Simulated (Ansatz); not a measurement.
How far each method lies from full CI for HBeGa, singlet

Geometry: a point of a stretch scan, not a stationary point.

```xyz
3

Ga    0.0000    0.0000   -1.7825
Be    0.0000    0.0000    0.2115
H     0.0000    0.0000    1.5709
```

Basis cc-pVDZ; Ansatz 0.2.0. Only valence electrons are correlated (noble-gas cores and the filled d shells of p-block atoms frozen), which leaves 6 electrons in 31 orbitals. R marks a restricted (for open shells ROHF) determinant, U an unrestricted one. Active spaces: pair = (2e, 2o) about the gap; valence = (6e, 9o) chosen from the atoms' valence shells. No spin–orbit coupling is included, and no scalar relativity.

Full CI is exact within this basis and frozen core; it isn't the basis-set limit. The frozen core follows each run's orbitals, which can shift R against U totals by a few meV for light atoms and by up to 0.1 eV past Ca.

- UHF ⟨S²⟩: 0.900
- T1 diagnostic (RCCSD): 0.0146
- largest doubles amplitude (RCCSD): 0.131

```tsv
level	E − E(RHF) (eV)
RMP2	-2.1508
RCCSD	-3.0302
RCCSD(T)	-3.0910
```

(1) Estimate how far full CI in cc-pVDZ lies from RCCSD(T). The table doesn't fix it; the size of (T) and the diagnostics are the guide.

(1) Full CI in cc-pVDZ lies 1.00 mEh below RCCSD(T), which is 45 % of the (T) step (-2.23 mEh). A doubles amplitude is large, RHF is unstable towards spin polarisation, and the rest is a large part of (T).

The other levels:

```tsv
level	E − E(full CI) (mEh)	share of correlation (%)	wall time
CISD	10.49	90.84	0.96 s
BCCD(T)	0.99	99.14	0.96 s
RCCSDT	0.29	99.75	–
RCCSDT(Q)	0.10	99.91	2.2 s
CASSCF (pair space)	98.62	13.93	–
NEVPT2 (pair space)	34.04	70.30	1.6 s
MRCISD (pair space)	7.88	93.12	–
MRCISD+Q (pair space)	-0.96	100.84	1.7 s
CASSCF (valence space)	41.19	64.06	–
NEVPT2 (valence space)	15.11	86.81	4.8 s
MRCISD (valence space)	1.60	98.60	–
MRCISD+Q (valence space)	0.40	99.65	6.5 s
```

The correlation energy at full CI, counted from RHF, is -3.118 eV. That run took 31 s on 1 thread of Arm Neoverse V1, shared host over 5,065,957 determinants.

Run but not shown, since their state or frozen core can't be matched to the reference's or they repeat it: UHF, UMP2, UCCSD, UCCSD(T), UCCSDT, UCCSDT(Q).

Times hold each run's SCF and search for its determinant on a shared host, so for small cases they say little of a method's own cost; they ran on 1 thread of Arm Neoverse V1.

Not variational, and here over 5 meV under the exact energy: MRCISD+Q (pair space).

The full-CI state has the irrep A1 of C2v, in the program's axes (one component, if the state is degenerate).

Natural occupations of full CI about the gap: 1.954 1.918 1.801 0.096 0.096 0.028 0.028 0.019 0.012 0.009; effectively unpaired electrons, Σ n²(2−n)², 0.24.
